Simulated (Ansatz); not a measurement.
# fcc Ca

Calculation: PBEsol (PAW; Ansatz, a quantum-chemistry and plane-wave program).

Settings: plane-wave cutoff 520 eV, 20×20×20 k mesh, Fermi–Dirac smearing 0.044 eV (set by the program), scalar-relativistic PAW data made under PBE.

Cell (measured lattice):

Space group Fm-3m (No. 225); a = 5.5880 Å, b = 5.5880 Å, c = 5.5880 Å, α = 90.00°, β = 90.00°, γ = 90.00°

```tsv
atom	site	symmetry	x	y	z
Ca	4a	m-3m	0.0000	0.0000	0.0000
```
(The calculation used a cell of 1 atom; values per cell refer to that cell.)

For fcc Ca, the elastic constant C11 is 19.1 GPa and the elastic constant C12 is 11.6 GPa. The elastic constant C44 is 13.6 GPa and the voigt–Reuss–Hill bulk modulus is 14.1 GPa. The polycrystal shear modulus (Hill average) comes out as 8.13 GPa and the Young modulus is 20.5 GPa. The Poisson ratio is 0.259.

Measured, for comparison: elastic constant C44 16 GPa (temperature not stated, not corrected to a static lattice; as tabulated in Jones et al. (2010), arXiv:1012.0803). Computed (rounded) less measured: elastic constant C44 -15 %.

Note: the cell isn't this level's own, so it is under some stress, which shifts stiffness and frequencies.

Elastic constants are with the ions relaxed.

Static lattice: no zero-point or thermal effects.
